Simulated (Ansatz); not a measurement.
# SiHCl (triplet): from Hartree-Fock to the top rungs at distance Cl1–H2 along a hydrogen transfer = 2.072 Å, cc-pVTZ

Aim: climb from Hartree-Fock through coupled cluster and multireference methods for SiHCl (triplet) at one geometry and basis, and see what each rung misses.

Program: Ansatz 0.2.0, Gaussian basis. Level of theory: cc-pVTZ, core rule «outside noble gas», up to 10 orbitals frozen. These are calculated values, not measurements.

To be run: UHF; CCSD(T) on ROHF; CCSD(T) on UHF; BCCD(T) on ROHF; CCSDT(Q) on ROHF; CCSDT(Q) on UHF; CASSCF and MRCISD+Q, 4 electrons in 4 orbitals; CASSCF and NEVPT2, 4 electrons in 4 orbitals; CASSCF and MRCISD+Q, 12 electrons in 9 orbitals; CASSCF and NEVPT2, 12 electrons in 9 orbitals.

## 1. The system

The geometry derives from fragments relaxed apart (PBE0/def2-TZVP) and kept rigid, so it is no stationary point. A hydrogen atom is moved between rigid fragments.

3 atoms, charge 0, spin multiplicity 3.

Atoms are counted from 1 here; the program's logs count them from 0.

Bond lengths: H2–Si3 1.440 Å.

## 2. UHF

Input file in.yaml:

```yaml
crystal:
  periodic: [false, false, false]
  atoms:
    - {symbol: Cl, position_ang: [0.000000, 0.000000, -1.861333]}
    - {symbol: H, position_ang: [0.000000, 0.000000, 0.210667]}
    - {symbol: Si, position_ang: [0.000000, 0.000000, 1.650667]}
basis:
  gaussian: {orbitals: cc-pVTZ}
magnetization: {spin_polarized: true, initial_magnetization: 2}
hamiltonian: {xc: hf}
output: {orbitals: {seedname: orbitals}}
```

Command:

```console
> ansatz run in.yaml --threads 1 --pin off --events-out ev --progress --plain --max-ram 2816MiB --backend cpu
```

Further steps of the session: CCSD(T) on ROHF; CCSD(T) on UHF; BCCD(T) on ROHF; CCSDT(Q) on ROHF; CCSDT(Q) on UHF; CASSCF and MRCISD+Q, 4 electrons in 4 orbitals; CASSCF and NEVPT2, 4 electrons in 4 orbitals; CASSCF and MRCISD+Q, 12 electrons in 9 orbitals; CASSCF and NEVPT2, 12 electrons in 9 orbitals.

**Question.** What will the summary of the whole plan be? Wanted: UCCSDT(Q) below the RHF energy; RMP2 from UCCSDT(Q); UMP2 from UCCSDT(Q); RCCSD from UCCSDT(Q); RCCSD(T) from UCCSDT(Q); UCCSD(T) from UCCSDT(Q); RCCSDT(Q) from UCCSDT(Q); NEVPT2 pair from UCCSDT(Q); NEVPT2 valence from UCCSDT(Q).

As calculated:

| quantity | value |
| --- | --- |
| UCCSDT(Q) below the RHF energy | -8.6820 eV |
| RMP2 from UCCSDT(Q) | +1526.2 meV |
| UMP2 from UCCSDT(Q) | +1577.0 meV |
| RCCSD from UCCSDT(Q) | +352.0 meV |
| RCCSD(T) from UCCSDT(Q) | +57.0 meV |
| UCCSD(T) from UCCSDT(Q) | +57.9 meV |
| RCCSDT(Q) from UCCSDT(Q) | +1.8 meV |
| NEVPT2 pair from UCCSDT(Q) | +1456.7 meV |
| NEVPT2 valence from UCCSDT(Q) | +2000.6 meV |
| MRCISD+Q valence from UCCSDT(Q) | +203.3 meV |
| levels within 1 kcal/mol (43 meV) | RCCSDT, UCCSDT, RCCSDT(Q) |
| T1 diagnostic | 0.032 |
| effectively unpaired electrons | 2.04 |

In words: RCCSD(T) lands +57.0 meV from the yardstick (0.7 % of the correlation energy). One determinant dominates. Of the multireference levels listed MRCISD+Q valence comes nearest in total energy (+203.3 meV), which doesn't show that its space is the better one. These misses are within one basis, not against nature; the frozen cores of restricted and unrestricted runs differ, which can shift their rows.
